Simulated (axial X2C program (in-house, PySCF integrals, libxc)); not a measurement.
# Linear OAlO⁺ at several levels

Aim: the two bond lengths and stretching wavenumbers of linear OAlO⁺, with and without spin–orbit coupling, at PBE0, HF, LDA, MP2.

Method: all-electron X2C, two-component (2c) or spin-free, O dyall-av3z, Al dyall-v3z; program: an in-house X2C program for linear molecules on PySCF integrals.

All values are calculated.

2 further runs of the same task are left out: 2 set aside as unsound or not needed.

## Step 1: Input

task.json reads:

```json
{"zs": [8, 13, 8], "q": 1, "bas": ["dyall-av3z", "dyall-v3z", "dyall-av3z"], "r0": [1.7, 1.7], "symm": 1, "scan": ["PBE0", "HF", "LDA"], "levels": ["PBE0", "HF", "PBE"], "nst": 2}
```

Keys: zs atomic numbers; q charge; bas basis sets; r0 starting distance in Å; symm equal bonds; scan levels of the two-bond scan (MP2 follows by itself at each HF point); levels methods; nst determinants followed.

Run with:

```bash
$ python solin.py task.json out
```

Masses O 15.995, Al 26.982, O 15.995 u.

## Step 2: Scan at PBE0, 2c

State: Ω = 3 (beyond evenly filled blocks: 2 × ω = 3/2). Energies above the lowest point, from the job's result record:

| r(O–Al) (Å) | r(Al–O) (Å) | E (meV) |
| --- | --- | --- |
| 1.6682 | 1.6682 | 49.34 |
| 1.6682 | 1.7110 | 24.60 |
| 1.6682 | 1.7538 | 50.98 |
| 1.7110 | 1.6682 | 24.60 |
| 1.7110 | 1.7110 | 0.00 |
| 1.7110 | 1.7538 | 26.47 |
| 1.7110 | 1.7966 | 93.70 |
| 1.7538 | 1.6682 | 50.98 |
| 1.7538 | 1.7110 | 26.47 |
| 1.7538 | 1.7538 | 52.97 |
| 1.7966 | 1.7110 | 93.70 |
| 1.7966 | 1.7966 | 187.29 |

A quadratic surface with cubic terms in each bond gives the minimum at 1.709 and 1.709 Å, force constants 4.51, 4.51 and coupling 0.00 mdyn/Å.

## Step 3: Scan at HF, 2c

State: Ω = 3 (beyond evenly filled blocks: 2 × ω = 3/2). Energies above the lowest point, from the job's result record:

| r(O–Al) (Å) | r(Al–O) (Å) | E (meV) |
| --- | --- | --- |
| 1.6682 | 1.6682 | 0.00 |
| 1.6682 | 1.7110 | 8.86 |
| 1.6682 | 1.7538 | 69.53 |
| 1.7110 | 1.6682 | 8.86 |
| 1.7110 | 1.7110 | 18.21 |
| 1.7110 | 1.7538 | 79.31 |
| 1.7110 | 1.7966 | 181.32 |
| 1.7538 | 1.6682 | 69.53 |
| 1.7538 | 1.7110 | 79.31 |
| 1.7538 | 1.7538 | 140.79 |
| 1.7966 | 1.7110 | 181.32 |
| 1.7966 | 1.7966 | 345.81 |

A quadratic surface with cubic terms in each bond gives the minimum at 1.683 and 1.683 Å, force constants 5.15, 5.15 and coupling 0.03 mdyn/Å.

## Step 4: Scan at LDA, 2c

State: Ω = 3 (beyond evenly filled blocks: 2 × ω = 3/2). Energies above the lowest point, from the job's result record:

| r(O–Al) (Å) | r(Al–O) (Å) | E (meV) |
| --- | --- | --- |
| 1.6682 | 1.6682 | 60.45 |
| 1.6682 | 1.7110 | 30.22 |
| 1.6682 | 1.7538 | 49.95 |
| 1.7110 | 1.6682 | 30.22 |
| 1.7110 | 1.7110 | 0.00 |
| 1.7110 | 1.7538 | 19.67 |
| 1.7110 | 1.7966 | 79.11 |
| 1.7538 | 1.6682 | 49.95 |
| 1.7538 | 1.7110 | 19.67 |
| 1.7538 | 1.7538 | 39.24 |
| 1.7966 | 1.7110 | 79.11 |
| 1.7966 | 1.7966 | 157.58 |

A quadratic surface with cubic terms in each bond gives the minimum at 1.714 and 1.714 Å, force constants 4.3, 4.3 and coupling -0.01 mdyn/Å.

## Step 5: The levels side by side

| level | r(O–Al) (Å) | r(Al–O) (Å) | lower stretch (cm⁻¹) | upper stretch (cm⁻¹) |
| --- | --- | --- | --- | --- |
| PBE0, 2c | 1.709 | 1.709 | 691.9 | 1022.4 |
| HF, 2c | 1.683 | 1.683 | 741.9 | 1089.6 |
| LDA, 2c | 1.714 | 1.714 | 674.4 | 999.3 |
| MP2, 2c | 1.714 | 1.714 | 696.6 | 1028.6 |
| PBE0, spin-free | 1.709 | 1.709 | 691.9 | 1022.3 |
| HF, spin-free | 1.682 | 1.682 | 741.8 | 1089.6 |
| LDA, spin-free | 1.714 | 1.714 | 674.4 | 999.2 |
| MP2, spin-free | 1.714 | 1.714 | 696.6 | 1028.6 |

Scans not shown above were run alike.

**Reading.** Over the levels the O–Al bond spans 1.682 to 1.714 Å and the Al–O bond 1.682 to 1.714 Å. At PBE0 spin–orbit coupling leaves both bonds unchanged to 0.001 Å. Each state is one determinant, the lowest of a limited PBE0 search; the stretches come from a fit to few points and are good to some per cent at best. MP2 freezes inner shells (threshold -2 hartree). The molecule was held linear; bending was not examined, so a bent shape may lie lower. Open-shell Ω = 0 determinants with evenly filled partner blocks cannot be reached by this program, so the Ω shown need not be the lowest component. Note: functional without a current term on a determinant with orbital currents, of the molecule or an atom. Note: several unpaired electrons, one determinant need not be a pure state.
